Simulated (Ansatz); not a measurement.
`N#C/C=C/F`, charge 0, multiplicity 1.

(1) Give a relaxed structure at PBE0-D4/def2-TZVP (Ansatz). (An estimate is asked.)

Results:

(1) Computed: 
```xyz
7

N    -1.6010    0.7816   -1.8116
C    -0.7407    0.5719   -1.0747
C     0.3299    0.3306   -0.1795
C     0.2181   -0.5806    0.7797
F     1.2090   -0.8144    1.6203
H     1.2413    0.9057   -0.2949
H    -0.6565   -1.1949    0.9608
```
Point group Cs.
